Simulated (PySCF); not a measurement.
# AlFCl + HCl → AlCl₂ + HF

Level: PBE0 in the def2-TZVP basis family, all electrons, no relativity, computed in PySCF with density fitting; open shells unrestricted.

```tsv
species	state and structure	ZPE (kJ/mol)	H(298 K) − H(0) (kJ/mol)	S° (J/(mol K))
AlFCl	doublet, Cs, Al–Cl 2.101 Å, Al–F 1.648 Å; Cl–Al–F 119.1°	9.2	12.2	283.3
HCl	singlet, C∞v, H–Cl 1.279 Å	17.9	8.7	186.6
AlCl₂	doublet, C2v, Al–Cl 2.102 Å (×2); Cl–Al–Cl 119.0°	7.1	12.8	289.6
HF	singlet, C∞v, H–F 0.920 Å	24.9	8.7	173.6
```

Problem. Is the gas-phase reaction uphill or downhill in electronic energy at this level, and by how much?

Solution. At PBE0/def2-TZVP, ΔE = 16.8 kJ/mol, uphill. 

Problem. Add zero-point, thermal and entropy terms for 298.15 K and 1 bar.

Solution. ΔZPE = 4.9 and Δ[H(298) − H(0)] = 0.6 kJ/mol give ΔH° = 22.3 kJ/mol. ΔS° = -6.7 J/(mol K), so ΔG° = 22.3 − 298.15 × (-0.0067) = 24 kJ/mol and log₁₀K = -4.3.

Each species is the lowest minimum found with this bonding; other isomers or fragments can lie lower.
